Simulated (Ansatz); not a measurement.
## [Cl···H···N], quartet along the distance Cl1-H2

Starting geometry:

```xyz
3

Cl    0.0000    0.0000   -1.4143
H     0.0000    0.0000   -0.1355
N     0.0000    0.0000    1.5497
```

From there H2 is moved from one fragment to the other while all else, the fragments' distance too, stays fixed; atoms are numbered as listed. Energies are in kcal/mol, counted from the starting geometry at the same level. Kohn–Sham curves are unrestricted where that lies lower.

Basis cc-pVDZ; Ansatz 0.2.0. Only valence electrons are correlated (noble-gas cores frozen). Prefix R: restricted or restricted open-shell reference.

A value is left out where its run failed or describes another state than the reference as far as symmetry and spin tell, or, spin-broken singlets apart, can't be checked.

In so small a basis the reference is far from its limit while semilocal and hybrid functionals are nearer theirs (RPA and double hybrids share much of the reference's basis error), so the functionals' errors here hold much of the reference's basis and frozen-core error, which can add to them or hide them.

Full CI isn't at hand for all of this; RCCSDTQ serves as the reference, and is uncertain by about the last step of the cluster series.

```tsv
distance Cl1-H2 (Å)	RCCSDTQ	PBE	revPBE	r2SCAN	PBE0	B3LYP	wB97M-V	B2PLYP	RPA-PBE
1.279	0.0	0.0	0.0	0.0	0.0	0.0	0.0	0.0	0.0
1.371	2.6	-0.5	-0.3	0.5	1.0	0.6	1.6	1.7	2.3
1.555	14.9	4.1	4.6	7.4	9.1	7.5	11.5	11.5	12.2
1.740	–	6.4	6.8	11.2	13.0	10.3	17.0	16.1	15.2
1.924	23.6	10.0	10.1	14.7	15.0	12.1	18.4	17.2	15.8
```
